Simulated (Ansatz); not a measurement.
Ansatz (a first-principles code) input (PBE/def2-QZVPPD): A basis named .json is the Basis Set Exchange file of that set (core-valence sets with the plain set on hydrogen).

Ansatz 0.2 input:
```yaml
crystal:
  periodic: [false, false, false]
  atoms:
    - {symbol: N, position_ang: [0.00224146, -0.00382052, 0.11155442]}
    - {symbol: H, position_ang: [-0.00202883, 0.95117179, -0.22808750]}
    - {symbol: H, position_ang: [0.80949996, -0.46442426, -0.29287493]}
    - {symbol: H, position_ang: [-0.82316134, -0.46000387, -0.25991854]}
basis:
  gaussian:
    orbitals: def2-QZVPPD.json
hamiltonian:
  xc: {name: PBE}
output: {forces: true}
magnetization: {spin_polarized: false}
```

Output:

```
Functional definition: PBE
integrals: 0.02 GiB planned
388 factors; their error is unknown
mean field: 0.40 GiB planned
mean field evaluation 1: about -1529.2035 eV, gradient 6.9e1 eV
mean field evaluation 2: about -1499.1603 eV, gradient 1.2e2 eV
mean field evaluation 4: about -1537.8828 eV, gradient 2.3e0 eV
mean field evaluation 8: about -1537.8900 eV, gradient 1.5e-2 eV
mean field -1537.88996541 eV, -56.5164138097 hartree, gradient 3.8e-6 eV, S^2 0.000000; 0 other end points of the search recorded, 0 dependent functions left out
the calculation of the forces begins
reference -1537.88999670 eV, -56.5164149595 hartree; 5, 5 occupied and 157, 157 virtual orbitals, 388 factors
Total energy: -1537.88999670 eV, -56.5164149595 hartree
Atom 0 at     0.002241    -0.003821     0.111554 Å, force     0.007724    -0.013164     0.384385 eV/Å
Atom 1 at    -0.002029     0.951172    -0.228087 Å, force    -0.001781     0.238886    -0.120113 eV/Å
Atom 2 at     0.809500    -0.464424    -0.292875 Å, force     0.200185    -0.113414    -0.136237 eV/Å
Atom 3 at    -0.823161    -0.460004    -0.259919 Å, force    -0.206128    -0.112308    -0.128035 eV/Å
Dipole moment:    -0.006048     0.010307    -0.300960 e Å
```
